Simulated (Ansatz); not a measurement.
Molecule (SMILES): OCl (OH-Cl).
Atoms: O1, H2, Cl3. Bonds: O1-H2, O1-Cl3.

Basis-set convergence of the harmonic zero-point energy at HF with Ansatz (a program for electronic structure). Each level at its own minimum, finite differences of forces, unscaled; the reference is a large set that could be run, not a limit. Cartesian d functions, on some or all atoms, in 6-31G*, 6-31+G*, 6-311G**, 6-311+G**; all else is spherical. The program fits the integrals of some runs and decomposes those of others, by size. No added dispersion term, no relativity. Reference: the value in aug-pcseg-2, 9.14 kcal/mol. Deviations are taken from unrounded values.

```csv
basis,functions,harmonic zero-point energy (kcal/mol)
6-31G*,36,9.08
6-31+G*,44,9.05
def2-SVP,37,9.08
def2-SVPD,58,9.08
pcseg-1,37,9.02
aug-pcseg-1,59,9.04
cc-pV(D+d)Z,42,9.01
aug-cc-pV(D+d)Z,64,9.09
6-311G**,51,9.07
6-311+G**,59,9.06
def2-TZVP,74,9.09
def2-TZVPD,95,9.09
pcseg-2,78,9.14
aug-pcseg-2,119,9.14
cc-pV(T+d)Z,83,9.14
aug-cc-pV(T+d)Z,124,9.12
def2-TZVPP,87,9.14
def2-TZVPPD,108,9.14
```

What the diffuse functions change, pair by pair:
- 6-31G* to 6-31+G*: 8 more functions, deviation -0.05 to -0.09 kcal/mol
- def2-SVP to def2-SVPD: 21 more functions, deviation -0.05 to -0.05 kcal/mol
- pcseg-1 to aug-pcseg-1: 22 more functions, deviation -0.12 to -0.09 kcal/mol
- cc-pV(D+d)Z to aug-cc-pV(D+d)Z: 22 more functions, deviation -0.12 to -0.05 kcal/mol
- 6-311G** to 6-311+G**: 8 more functions, deviation -0.07 to -0.07 kcal/mol
- def2-TZVP to def2-TZVPD: 21 more functions, deviation -0.04 to -0.04 kcal/mol
- pcseg-2 to aug-pcseg-2: 41 more functions, deviation 0.00 to 0.00 kcal/mol
- cc-pV(T+d)Z to aug-cc-pV(T+d)Z: 41 more functions, deviation 0.00 to -0.02 kcal/mol
- def2-TZVPP to def2-TZVPPD: 21 more functions, deviation 0.01 to 0.00 kcal/mol

Leaving out the reference's own pair, they bring the value nearer the reference by more than 0.01 kcal/mol in 2 of 8 pairs.
